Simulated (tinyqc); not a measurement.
Inside a calculation. Method: RHF in the sto-3g basis, for H2O, spin multiplicity 1. One step of it, computed by the program tinyqc.

Question. Iteration 14 (converged): orbitals. Diagonalise F' = X^T F X, C = X C', fill 5 alpha and 5 beta electrons from the bottom; D = 2 C_occ C_occ^T. Each column has its largest component positive (the first on a tie).

converged F (hartree):
```
             1O 1s      1O 2s     1O 2px     1O 2py     1O 2pz      2H 1s      3H 1s
1O 1s   -20.240694  -5.164223   0.000000   0.000000  -0.029714  -1.189758  -1.189758
1O 2s    -5.164223  -2.450145   0.000000   0.000000  -0.133170  -1.023868  -1.023868
1O 2px    0.000000   0.000000  -0.395259   0.000000   0.000000   0.000000   0.000000
1O 2py    0.000000   0.000000   0.000000  -0.312650   0.000000  -0.381964   0.381964
1O 2pz   -0.029714  -0.133170   0.000000   0.000000  -0.356700  -0.389831  -0.389831
2H 1s    -1.189758  -1.023868   0.000000  -0.381964  -0.389831  -0.582035  -0.418558
3H 1s    -1.189758  -1.023868   0.000000   0.381964  -0.389831  -0.418558  -0.582035
```

X:
```
            1O 1s      1O 2s    1O 2px     1O 2py     1O 2pz      2H 1s      3H 1s
1O 1s    1.024174  -0.143100  0.000000   0.000000  -0.010776   0.021733   0.021733
1O 2s   -0.143100   1.243760  0.000000   0.000000   0.117637  -0.292377  -0.292377
1O 2px   0.000000   0.000000  1.000000   0.000000   0.000000   0.000000   0.000000
1O 2py   0.000000   0.000000  0.000000   1.105494   0.000000  -0.224303   0.224303
1O 2pz  -0.010776   0.117637  0.000000   0.000000   1.062384  -0.155566  -0.155566
2H 1s    0.021733  -0.292377  0.000000  -0.224303  -0.155566   1.211574  -0.100562
3H 1s    0.021733  -0.292377  0.000000   0.224303  -0.155566  -0.100562   1.211574
```

Give: F' = X^T F X; orbital energies; coefficients C; D after iteration 14.

Answer.

F' = X^T F X (hartree):
```
          1        2        3        4        5        6        7
1  -19.8611  -2.6935   0.0000   0.0000  -0.0570  -0.1858  -0.1858
2   -2.6935  -1.2366   0.0000   0.0000   0.1202  -0.5126  -0.5126
3    0.0000   0.0000  -0.3953   0.0000   0.0000   0.0000   0.0000
4    0.0000   0.0000   0.0000  -0.0197   0.0000  -0.4669   0.4669
5   -0.0570   0.1202   0.0000   0.0000  -0.1821  -0.3492  -0.3492
6   -0.1858  -0.5126   0.0000  -0.4669  -0.3492   0.0194  -0.1174
7   -0.1858  -0.5126   0.0000   0.4669  -0.3492  -0.1174   0.0194
```

orbital energies (hartree): MO1 -20.2495, MO2 -1.2743, MO3 -0.6063, MO4 -0.4669, MO5 -0.3953, MO6 0.6129, MO7 0.7234

coefficients C:
```
            MO1      MO2      MO3      MO4     MO5      MO6      MO7
1O 1s    0.9942  -0.2323   0.0000   0.1069  0.0000  -0.1294   0.0000
1O 2s    0.0264   0.8326   0.0000  -0.5540  0.0000   0.8668   0.0000
1O 2px   0.0000   0.0000   0.0000   0.0000  1.0000   0.0000   0.0000
1O 2py   0.0000   0.0000   0.6157   0.0000  0.0000   0.0000   0.9714
1O 2pz   0.0045   0.1351   0.0000   0.7574  0.0000   0.7740   0.0000
2H 1s   -0.0059   0.1577   0.4486   0.2851  0.0000  -0.7881  -0.8426
3H 1s   -0.0059   0.1577  -0.4486   0.2851  0.0000  -0.7881   0.8426
```

D after iteration 14:
```
          1O 1s    1O 2s  1O 2px   1O 2py   1O 2pz    2H 1s    3H 1s
1O 1s    2.1075  -0.4528  0.0000   0.0000   0.1081  -0.0241  -0.0241
1O 2s   -0.4528   2.0019  0.0000   0.0000  -0.6141  -0.0536  -0.0536
1O 2px   0.0000   0.0000  2.0000   0.0000   0.0000   0.0000   0.0000
1O 2py   0.0000   0.0000  0.0000   0.7582   0.0000   0.5524  -0.5524
1O 2pz   0.1081  -0.6141  0.0000   0.0000   1.1840   0.4745   0.4745
2H 1s   -0.0241  -0.0536  0.0000   0.5524   0.4745   0.6149  -0.1901
3H 1s   -0.0241  -0.0536  0.0000  -0.5524   0.4745  -0.1901   0.6149
```
